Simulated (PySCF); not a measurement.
```yaml
atoms:
  - { symbol: C, position_ang: [0.0626, 0.5939, 0.0000] }
  - { symbol: O, position_ang: [0.0626, -0.5969, 0.0000] }
  - { symbol: H, position_ang: [-0.8758, 1.2118, 0.0000] }
```

Basis set: cc-pVTZ (spherical functions). Correlated methods keep 2 orbitals frozen. Charge 1, multiplicity 1.

Starred EOM-CCSD(T)(a) on the restricted Hartree–Fock determinant with PySCF 2.14.0; the energies are vertical.

Problem. The solver was asked for the few lowest roots only. Give the electron affinities of singlet CHO(+) among them whose weight of singles is over 0.7 (positive where the electron binds).

Solution.

| root | energy (eV) | weight of singles |
| --- | --- | --- |
| 1 | 9.25 | 0.97 |
| 2 | 7.07 | 0.97 |
| 3 | 2.59 | 0.98 |

Higher main lines weren't sought.
